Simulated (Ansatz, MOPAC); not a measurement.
Species: CCl3, net charge 0, doublet state. SMILES: Cl[C](Cl)Cl

Atoms: C1, Cl2, Cl3, Cl4. Bonds: C1-Cl2, C1-Cl3, C1-Cl4.

Bond lengths (Å) and angles (degrees) optimised at PM3 with MOPAC; PM6 with MOPAC; PBE/6-31G* with Ansatz (a first-principles code), each started from the B3LYP-D3(BJ)/def2-TZVP structure (Ansatz) of the last column. A row stands for all coordinates that are equal there. 6-31G* holds six Cartesian d functions. No wavenumbers were computed at PBE/6-31G*, so these may be saddle points.

```tsv
coordinate	PM3	PM6	PBE/6-31G*	B3LYP-D3(BJ)/def2-TZVP
C1-Cl2	1.640	1.657	1.732	1.716
Cl2-C1-Cl3	120.0	120.0	116.8	117.1
```

Mean signed difference of all 3 bond lengths from B3LYP-D3(BJ)/def2-TZVP: PM3 -0.076 Å, PM6 -0.058 Å, PBE/6-31G* 0.017 Å.
